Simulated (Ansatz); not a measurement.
**Zr (model structure, started from the simple cubic type, Pm-3m, No. 221, 1 atom in the cell)**

These are PBEsol (plane waves, PAW; Ansatz, a first-principles code) values and carry that method's errors.

Settings: plane-wave cutoff 500 eV, 24×24×24 k mesh, Fermi–Dirac smearing 0.1 eV, scalar-relativistic PAW data made under PBE.

Cell (relaxed at this level):

Zr is modelled in the cubic space group Pm-3m (No. 221), the simple cubic structure, Pearson symbol cP1. Conventional cell: a = b = c = 2.8671 Å, α = β = γ = 90.00°. Zr on 1a sees 6 Zr at 2.867 Å (octahedral). (Neighbours: up to the widest gap in distance over summed covalent radii, below 1.35, at either atom.)

```
Property  Value
--------  -----
band gap   none
```

Note: the relaxation could raise the start's symmetry but not lower it, so the cell can be a saddle point.

Spin–orbit coupling is not included.

Cost on a shared machine: about 40 core-seconds (a rough figure).

A model structure was made by putting elements into a prototype or built by hand; it is no filed structure, need not be a known phase, and can be a saddle point held by its symmetry.
